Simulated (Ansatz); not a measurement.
# CH5NS (SMILES NCS): one structure at several levels

One table from this session's results is given with a row withheld; the runs are named, their logs left out.

Computed with Ansatz 0.2.0, Gaussian basis. Level: single points in def2-TZVPP.

Cores are frozen in the correlated methods. B3LYP uses VWN-RPA correlation.

**The system as given**

SMILES `NCS`, 8 atoms, charge 0, spin multiplicity 1.

Atoms are counted from 1 here; the program's logs count them from 0.

Bond lengths: N1–C2 1.535 Å, N1–H4 0.843 Å, N1–H5 1.021 Å, C2–S3 1.844 Å, C2–H6 1.208 Å, C2–H7 0.834 Å, S3–H8 1.252 Å. Angles: C2–N1–H4 117.2°, C2–N1–H5 106.2°, H4–N1–H5 122.4°, N1–C2–S3 104.3°, N1–C2–H6 92.7°, N1–C2–H7 120.5°, S3–C2–H6 90.9°, S3–C2–H7 118.2°, H6–C2–H7 123.9°, C2–S3–H8 103.6°.

Coordinates:

```mol
CH5NS
  3D, bonds by distance, orders not assigned

  8  7  0  0  0  0  0  0  0  0999 V2000
   -0.7115    0.7959   -0.1369 N   0  0
    0.6176    0.0444   -0.2932 C   0  0
    0.6213   -1.1701    1.0941 S   0  0
   -0.7162    1.6155   -0.3332 H   0  0
   -1.4397    0.1542   -0.4527 H   0  0
    1.2159    0.8469    0.3831 H   0  0
    0.8726   -0.2137   -1.0445 H   0  0
   -0.3175   -1.9468    0.8079 H   0  0
  1  2  8  0
  1  4  8  0
  1  5  8  0
  2  3  8  0
  2  6  8  0
  2  7  8  0
  3  8  8  0
M  END
```

The first run:

The input, run/in.yaml:

```yaml
crystal:
  periodic: [false, false, false]
  atoms:
    - {symbol: N, position_ang: [-0.711500, 0.795900, -0.136900]}
    - {symbol: C, position_ang: [0.617600, 0.044400, -0.293200]}
    - {symbol: S, position_ang: [0.621300, -1.170100, 1.094100]}
    - {symbol: H, position_ang: [-0.716200, 1.615500, -0.333200]}
    - {symbol: H, position_ang: [-1.439700, 0.154200, -0.452700]}
    - {symbol: H, position_ang: [1.215900, 0.846900, 0.383100]}
    - {symbol: H, position_ang: [0.872600, -0.213700, -1.044500]}
    - {symbol: H, position_ang: [-0.317500, -1.946800, 0.807900]}
basis:
  gaussian: {orbitals: def2-TZVPP}
correlation: {method: ccsd_t}
output: {forces: true}
```

No record of the launch command was kept for these runs.

Steps of the session up to this table: CCSD(T)/def2-TZVPP; PBE0-D4/def2-TZVPP; wB97M-V/def2-TZVPP; r2SCAN-D4/def2-TZVPP; PBE-D4/def2-TZVPP; B3LYP-D4/def2-TZVPP; BHLYP-D4/def2-TZVPP.

One of the session's tables, all rows but one given; the rest of the session is left out.

| method | RMS force component (eV/Å) | angle to CCSD(T) forces (°) | dipole (D) |
| --- | --- | --- | --- |
| CCSD(T) | 7.625 | reference | 2.18 |
| PBE0-D4 | 7.687 | 0.8 | 2.25 |
| wB97M-V | 7.587 | 0.6 | 2.20 |
| r2SCAN-D4 | 7.608 | 0.5 | 2.30 |
| PBE-D4 | 7.623 | 1.3 | 2.20 |
| B3LYP-D4 | 7.543 | 0.5 | 2.21 |
| BHLYP-D4 | ? | ? | ? |

**Question.** Estimate the row for BHLYP-D4.

**Answer.** RMS force component (eV/Å): 7.615; angle to CCSD(T) forces (°): 1.7; dipole (D): 2.26. In the column «RMS force component (eV/Å)» it lies between r2SCAN-D4 (7.608) and PBE-D4 (7.623).
